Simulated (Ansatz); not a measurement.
## FeSb$_{2}$: computed properties

Theory: DFT r2SCAN, scalar-relativistic, plane waves, PAW in Ansatz.

Cutoff 500 eV; k points 6×6×12 on the computed 6-atom cell (Γ-centred); Gaussian smearing, width 0.10 eV; collinear spin from starting moments 1.71 1.71 0 0 0 0 μB.

The structure is relaxed at this level of theory with its symmetry kept. Whether it is the stable form of this composition wasn't checked.

```cif
data_structure
_symmetry_space_group_name_H-M 'Pnnm'
_symmetry_Int_Tables_number 58
_cell_length_a 5.6784
_cell_length_b 6.4977
_cell_length_c 3.3970
_cell_angle_alpha 90.000
_cell_angle_beta 90.000
_cell_angle_gamma 90.000
_cell_volume 125.34
loop_
_atom_site_label
_atom_site_type_symbol
_atom_site_symmetry_multiplicity
_atom_site_Wyckoff_symbol
_atom_site_fract_x
_atom_site_fract_y
_atom_site_fract_z
_atom_site_occupancy
Fe1 Fe 2 a 0.00000 0.00000 0.00000 1
Sb1 Sb 4 g 0.19994 0.64275 0.00000 1
```

```
Space group                                                       : Pnnm (No. 58)
Volume per atom                                                   : 20.89 Å³
Formation energy from the elements' standard states (uncorrected) : +0.081 eV/atom
Generalised Kohn–Sham band gap                                    : none (metal)
Density of states at the Fermi level                              : 2.37 states/eV per cell
Löwdin character within 0.5 eV of the Fermi level                 : Fe 3d 63 %, Sb 5p 29 %
Bader charges (e)                                                 : Fe (2 in the cell) 0.06, Sb (4 in the cell) -0.03
Total moment                                                      : 2.49 μB per cell
Site moments (μB; atoms counted from 1 over the whole cell)       : Fe (atom 1) 1.55, Fe (atom 2) 1.55, Sb (atom 3) -0.06, Sb (atom 4) -0.06, Sb (atom 5) -0.06, Sb (atom 6) -0.06
```

The state reached may not be the lowest one. Spin-orbit coupling is left out, which matters for the bands of heavy elements. Only parallel moments were tried here.

Only this magnetic start was tried.

Cost: 1 run of about 5.8 core-minutes, on Intel Xeon 6975P-C (Granite Rapids) (shared hosts).